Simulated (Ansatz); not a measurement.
# B₂+ (quartet): wave-function methods side by side, def2-TZVPP

An exercise on one series of results from a longer session: the logs are not shown, and one member is left open.

The runs use Ansatz 0.2.0, Gaussian basis; def2-TZVPP, core rule «outside noble gas», up to 2 orbitals frozen.

Plan: UHF; ROHF; CCSD(T) on UHF.

2 further runs of the same task are left out: 2 set aside as unsound or not needed.

## The geometry

The geometry is a PBE0/def2-TZVP stationary point (not a proven minimum) of the parent state, kept for this charge and spin.

2 atoms, charge 1, spin multiplicity 4.

Atoms are counted from 1 here; the program's logs count them from 0.

Bond lengths: B1–B2 1.562 Å.

The first run:

Contents of in.yaml:

```yaml
crystal:
  periodic: [false, false, false]
  atoms:
    - {symbol: B, position_ang: [0.000000, 0.000000, 0.000000]}
    - {symbol: B, position_ang: [0.000000, 0.000000, 1.561787]}
basis:
  gaussian: {orbitals: def2-TZVPP}
total_charge: 1
magnetization: {spin_polarized: true, initial_magnetization: 3}
hamiltonian: {xc: hf}
output: {orbitals: {seedname: orbitals}}
```

Run with:

```bash
$ ansatz run in.yaml --threads 1 --pin off --events-out ev --progress --plain --max-ram 4096MiB --backend cpu
```

Among the steps run: UHF; ROHF; CCSD(T) on UHF.

One table of the session follows, with a row left open; its other results are not shown here.

| method | from UCCSD(T) (meV) |
| --- | --- |
| ROHF | +2384.8 |
| UHF | +2340.8 |
| UMP2 | +594.1 |
| UCCSD | ? |
| UCCSD(T) | 0 |

Estimate the missing values for UCCSD.

The run gave: from UCCSD(T) (meV): +75.1. In the column «from UCCSD(T) (meV)» it lies between UCCSD(T) (0) and UMP2 (+594.1).
